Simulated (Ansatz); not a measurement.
Pyrite PtSb2 was calculated with r²SCAN (Ansatz, an electronic-structure program, PAW).

Settings: plane-wave cutoff 560 eV, 6×6×6 k mesh, Fermi–Dirac smearing 0.01 eV, scalar-relativistic PAW data made under PBE.

Cell (measured lattice):

PtSb$_{2}$ is taken in the cubic space group Pa-3 (No. 205), Pearson symbol cP12. Cell: a = b = c = 6.4400 Å, α = β = γ = 90.00°. Sb on 8c is coordinated by 3 Pt at 2.669 Å and 1 Sb at 2.798 Å (tetrahedral). Pt on 4a is coordinated by 6 Sb at 2.669 Å (octahedral). (Neighbours: up to the widest gap in distance over summed covalent radii, below 1.35, at either atom; cation-cation and far metal-metal contacts left out.)

Task: What does this level give for the band gap, smallest direct gap on the k points sampled and direct gap at Γ?

Result: 
- band gap: 0.01 eV (under three smearing widths, so not firm)
- smallest direct gap on the k points sampled: 0.22 eV
- direct gap at Γ: 0.61 eV

Measured, for comparison: band gap 0.11 eV (low temperature, zero-point motion not removed; as tabulated in Saeed et al. (2013), arXiv:1402.4256).

Note: cell and atoms aren't relaxed at this level (largest force component 0.08 eV/Å, pressure 3.7 GPa).

Spin–orbit coupling is not included; it can close the smallest gap of 0.01 eV.

The computed numbers hold no vibrational or temperature effects.
